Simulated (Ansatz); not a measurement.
H5N2Si, SMILES `[NH][SiH2]N` radical, relaxed with UKS PBE-D4/def2-SVP in the Gaussian-basis code of Ansatz from a rough embedded geometry. The force threshold is 0.03 eV/Å; the program also tests the step.

Total charge 0; spin multiplicity 2.

Start:

```xyz
8

N     0.665    0.929    0.635
Si   -0.037    0.022   -0.631
N    -0.667   -1.023    0.523
H     1.157    1.709    0.113
H    -1.149    0.739   -1.318
H     0.992   -0.647   -1.476
H     0.177   -1.293    1.042
H    -1.137   -0.435    1.112
```

```csv
step,energy (eV),largest force (eV/Å),largest move (Å)
1,-10924.1566,5.243,0.000
2,-10925.1308,1.188,0.199
3,-10925.3675,0.521,0.179
4,-10925.4451,0.588,0.200
5,-10925.4464,0.638,0.069
6,-10925.4734,0.217,0.038
7,-10925.4753,0.052,0.021
8,-10925.4755,0.021,0.010
```

End:

```xyz
8

N     0.937    1.368    0.443
Si    0.041    0.109   -0.427
N    -0.695   -1.111    0.561
H     1.343    2.054   -0.226
H    -1.067    0.777   -1.212
H     1.000   -0.594   -1.362
H    -0.084   -1.764    1.059
H    -1.475   -0.838    1.165
```

Run time 11 s (2 threads of a server CPU on a shared host); peak host memory 0.18 GiB.
